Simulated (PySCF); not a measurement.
Ionisation of `C=P(C)(C)C` (C4H11P)

Parent: `C=P(C)(C)C` (C4H11P). Optimised structure (Å), atoms numbered from 1:
```
C    -0.9433   -0.1753    1.6971
P    -0.1374   -0.0146    0.2395
C    -0.0480    1.5862   -0.6944
C    -0.8398   -1.1321   -1.0134
C     1.6245   -0.4326    0.4207
H    -0.4706    0.2515    2.5861
H    -2.0364   -0.1852    1.6735
H     0.4230    2.3411   -0.0470
H     0.5170    1.5110   -1.6376
H    -1.0740    1.9205   -0.9104
H    -0.3487   -1.0093   -1.9895
H    -0.7395   -2.1675   -0.6616
H    -1.9107   -0.9043   -1.1214
H     2.0680    0.2415    1.1686
H     1.7085   -1.4638    0.7886
H     2.1675   -0.3184   -0.5285
```

These are calculated values, ωB97X-D3(BJ)/ma-def2-TZVP in PySCF (grid level 2) at geometries from PBE0-D3(BJ)/def2-SVP. The prefix ma- adds one diffuse s and one diffuse p function on all atoms but H. Thermal corrections: PBE0-D3(BJ)/def2-SVP frequencies, unscaled, ideal gas at 298.15 K and 1 bar, quasi-RRHO entropy.

Frontier levels of the parent: HOMO -7.18 eV, LUMO 0.98 eV.

Oxidation to the radical cation:
* Vertical ionisation energy (electronic): 6.82 eV
* Adiabatic ionisation energy (with zero-point energy): 6.36 eV
* Adiabatic, electronic part: 6.35 eV
* Vertical gap at the product's structure: 5.93 eV
* Inner reorganisation energy (four-point): 890 meV
* Relaxation of product / of parent: 472 / 418 meV
* ⟨S²⟩ of the product: 0.753
* Largest spin populations: C1 1.01
* Largest changes of atomic charge: C1 0.50
* Distances that move most (Å): C1–P2 1.673 → 1.770; P2–C3 1.856 → 1.805; P2–C5 1.820 → 1.799; P2–C4 1.820 → 1.799

Measured values (NIST Chemistry WebBook, evaluated or the median of agreeing entries): vertical ionisation energy 6.81 eV (computed 6.82, difference 0.01).

Structures, frequencies and single points took 22 min of wall time on 1 thread of Arm Neoverse V1 (shared host), launched as `OMP_NUM_THREADS=1 python redox_run.py task.json out`.
